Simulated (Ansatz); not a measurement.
**Property card for Ti$_{2}$Co**

These are results of Ansatz, DFT PBEsol, scalar-relativistic, plane waves, PAW, not measurements.

Settings: cutoff 420 eV, Γ-centred mesh 10×10×10 on the computed 6-atom cell, Gaussian smearing of 0.10 eV; collinear spin from starting moments 0 0 0 0 1.11 1.11 μB.

The structure is relaxed at this level of theory with its symmetry kept. Whether it is the stable form of this composition wasn't checked.

The structure is cubic, space group Fd-3m (No. 227). Conventional cell: a = 6.979 Å, b = 6.979 Å, c = 6.979 Å, α = 90.00°, β = 90.00°, γ = 90.00°. Ti (site symmetry -3m) has 6 Ti at 2.47 Å as nearest neighbours. Around Co (site symmetry -43m) lie 12 Ti at 2.89 Å and 4 Co at 3.02 Å.

| Property | Result |
| --- | --- |
| Volume per atom | 14.16 Å³ |
| Formation energy from the elements' standard states (uncorrected) | +0.433 eV/atom |
| Kohn–Sham band gap | none (metal) |
| Density of states at the Fermi level | 12.35 states/eV per cell |
| Löwdin character within 0.5 eV of the Fermi level | Ti 3d 59 %, Co 3d 35 % |
| Bulk modulus | 115 GPa |
| Its pressure derivative | 4.4 |
| Bader charges (e) | Ti (4 in the cell) 0.46, Co (2 in the cell) -0.91 |
| Total moment | 1.86 μB per cell |
| Site moments (μB; atoms counted from 1 over the whole cell) | Co (atom 5) 1.01, Co (atom 6) 1.01 |

Only this magnetic start was tried.